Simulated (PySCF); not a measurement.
## Calculated properties of `O=C(O)C(F)F`

C₂H₂F₂O₂.
Geometry (GFN2-xTB, Å), atoms numbered from 1 in this order:
```xyz
8
C2H2F2O2 angstrom
O      0.957   -1.341   -0.576
C      0.552   -0.331   -0.091
O      1.298    0.602    0.485
C     -0.936    0.082   -0.018
F     -1.721   -0.870   -0.547
F     -1.135    1.214   -0.729
H      2.244    0.385    0.429
H     -1.250    0.269    1.022
```

Structural features include: carboxylic acid and C–F bond.

From GFN2-xTB geometry:

- Point group of the GFN2-xTB geometry: C1
- Rotational constants A, B, C of the GFN2-xTB geometry: 5.617, 3.218, 2.255 GHz

From PBE0/pcSseg-1 ground state and GIAO shieldings, non-relativistic (PySCF):

* Dipole moment: 2.88 D
* HOMO energy: -8.77 eV
* LUMO energy: -0.73 eV
* HOMO–LUMO gap: 8.04 eV
* Lowest Hirshfeld atomic charge: -0.25 e on O1
* Highest Hirshfeld atomic charge: +0.20 e on C2/H7
* 13C chemical shifts (computed TMS as zero) by class: 166.8 (C2), 113.9 (C4) ppm
* 1H chemical shifts (computed TMS as zero) by class: 6.57 (H7), 6.24 (H8) ppm
* Isotropic shieldings of nuclei other than C and H, by class: -103 (O1), 136 (O3), 318 (F5/F6) ppm
* Mayer bond orders between heavy atoms: O1–C2 2.02, C2–O3 1.15, C2–C4 0.87, C4–F5 1.00, C4–F6 0.97

**B3LYP/pcJ-1 indirect spin-spin coupling, non-relativistic, gas phase (PySCF)**

* Largest of the computed one-bond spin–spin couplings (means over like bonds): 19F–13C -313.6 (F5–C4 and 1 like it), 13C–1H +189.5 (C4–H8), 13C–13C +84.4 (C2–C4), 17O–1H -81.7 (O3–H7), 17O–13C +33.2 (O3–C2), 17O–13C +28.0 (O1–C2) Hz

Monoisotopic mass from the formula: 96.0023 u.

In atomic units the dipole is 1.13 e·bohr (1 au = 2.5417 D). The rotational constants make it an asymmetric top with κ = (2B − A − C)/(A − C) = -0.43, nearer the prolate limit (−1). With B = h/(8π²I), that is 505.379 GHz u Å² over I, the principal moments of inertia are 90.0, 157.1 and 224.1 u Å² (most abundant isotopes); the inertial defect Ic − Ia − Ib is -23.0 u Å² (zero for a rigid planar frame, negative otherwise).

 NMR classes are plain means over equivalent atoms (diastereotopic ones count apart unless rotation or inversion swaps them), as if these changed places fast; in this geometry the members of some classes differ.

One conformer stands for the species.
